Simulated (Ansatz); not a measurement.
We consider SrFZnSb (P4/nmm, No. 129; cell taken from a computed entry), described by r²SCAN in Ansatz (plane waves, PAW).

Input file:

Ansatz 0.2 input:
```yaml
crystal:
  lattice:
    - [4.2585022469, 0.0, 0.0]
    - [0.0, 4.2585022469, 0.0]
    - [0.0, 0.0, 9.3467988748]
  atoms:
    - { symbol: Sr, position: [0.0, 0.5, 0.860770208] }
    - { symbol: Sr, position: [0.5, 0.0, 0.139229792] }
    - { symbol: Zn, position: [0.5, 0.5, 0.5] }
    - { symbol: Zn, position: [0.0, 0.0, 0.5] }
    - { symbol: Sb, position: [0.0, 0.5, 0.3204912786] }
    - { symbol: Sb, position: [0.5, 0.0, 0.6795087214] }
    - { symbol: F, position: [0.5, 0.5, 0.0] }
    - { symbol: F, position: [0.0, 0.0, 0.0] }
basis:
  ecutwfc: 560
  ecutrho_ratio: 4
  xc_grid: 3
kpoints:
  mp_grid: { grid: [14, 14, 6] }
hamiltonian:
  xc: r2scan
  dispersion: none
  pseudopotentials: { kind: paw }
scf:
  occupations: { method: fermi_dirac, width: 0.05 }
  convergence: { dr2_threshold: 0.0000000008 }
output:
  forces: true
  stress: true
  eigenvalues: true
```

From the output:

```
Crystal: 8 atoms, lattice volume = 169.503 Å³
Basis set: ecut = 560 eV, 5129 PW (Γ), exchange–correlation on 108×108×225 points (27 copies of the dense FFT grid, shifted against one another)
Bands: 53, of which v1, the nominal top of the filled ones, is band 44 counted from 1 (43 counted from 0)
Symmetry: 16 space group operations
Space group: P4/nmm (ITA 129), of the structure as read, at distance tolerance 5.5e-5 Å
k-points: 144 of 1176
Functional: x = r2scan, c = r2scan; τ floored in thin density (d = 2e-4 eV/Å³)
SCF iter   1: F=—  HF=-28389.239090 eV  |F-HF|=—  |Δ(HF+E_count)|=         —  Δρ=1.23e-2  dr2=1.62e-1  dr2_τ=8.34e-2
SCF iter   2: F=—  HF=-28389.363612 eV  |F-HF|=—  |Δ(HF+E_count)|=   1.25e-1  Δρ=3.06e-3  dr2=1.46e-2  dr2_τ=1.45e-3
  ...
SCF iter  10: F=—  HF=-28389.357258 eV  |F-HF|=—  |Δ(HF+E_count)|=   4.12e-9  Δρ=7.60e-7  dr2=8.46e-10  dr2_τ=4.14e-11
SCF iter  11: F=-28389.357258 eV  HF=-28389.357258 eV  |F-HF|=7.28e-11  |Δ(HF+E_count)|=  5.28e-10  Δρ=2.87e-7  dr2=1.02e-10  dr2_τ=9.19e-12
SCF 1 converged in 11 iterations: F = -28389.357258 eV  dr2 = 1.02e-10
SCF converged after 11 iterations
Free energy (F): -28389.357258 eV
Internal energy: -28389.356300 eV  (E = F + TS)
E sigma→0 (E₀):  -28389.356779 eV
Fermi energy:    9.731565 eV
--- Forces (eV/Å), atoms counted from 1 ---
  atom   1  Sr    -0.00000000     0.00000000    -0.00776453
  atom   2  Sr    -0.00000000     0.00000000     0.00776453
  atom   3  Zn     0.00000000     0.00000000     0.00000000
  atom   4  Zn     0.00000000     0.00000000     0.00000000
  atom   5  Sb     0.00000000     0.00000000     0.02987601
  atom   6  Sb     0.00000000     0.00000000    -0.02987601
  atom   7  F      0.00000000     0.00000000    -0.00000000
  atom   8  F      0.00000000     0.00000000     0.00000000
--- Stress (GPa, compression-positive) ---
        1.720533       0.000000       0.000000
        0.000000       1.720533       0.000000
        0.000000       0.000000       1.483439
  P = ⅓ Tr σ = 1.6415 GPa (16.415 kbar)
```

The PAW data were made under PBE.

Note: cell and atoms aren't relaxed at this level (largest force component 0.03 eV/Å, pressure 1.6 GPa).

Computing time: very roughly 3 core-minutes.

Ansatz is a program for electronic structure.
